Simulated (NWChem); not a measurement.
Total energies of CHO (+1)

```
C
O 1 1.1185
H 1 1.1190 2 180.00
```
Charge +1, spin multiplicity 1.

The numbers come from NWChem runs, not from measurements. The geometry was optimised at PBE/def2-SVP, a minimum by its harmonic frequencies.

Basis set: def2-TZVP (68 functions).

```tsv
method	total energy (Ha)
RHF	-113.01190
MP2	-113.37551
B2PLYP	-113.52280
PBE	-113.47103
B3LYP	-113.59538
BHandHLYP	-113.53367
CCSD(T)	-113.39314
```

Total energies of different functionals aren't comparable as a measure of quality: only differences taken within one method are. 

The correlated methods keep 2 core orbitals frozen. B3LYP has NWChem's definition, with VWN1-RPA local correlation. The structure started from a generated list of species. Coupled-cluster values serve here as a point of comparison, not as the truth.
